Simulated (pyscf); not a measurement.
PySCF, gas phase, ωB97X-D3(BJ)/def2-SVP geometries.

### Question
What is the homolytic dissociation enthalpy (298 K, ωB97M-D3(BJ)/def2-TZVP) of the C–C bond of H₃C–CH₂–C(CH₃)=O (SMILES CCC(C)=O), to CH₃• + •H₂C–C(CH₃)=O?

### Answer
C–C to CH₃• + •H₂C–C(CH₃)=O: 82.9 kcal/mol. The 7 functionals that were run give +73.5 (r²SCAN) to +83.4 kcal/mol (ωB97X-D3(BJ)). The radicals are drawn with the spin at the cut bond; how far it spreads was not checked. Other isomers of •H₂C–C(CH₃)=O were not searched in full and may lie lower.
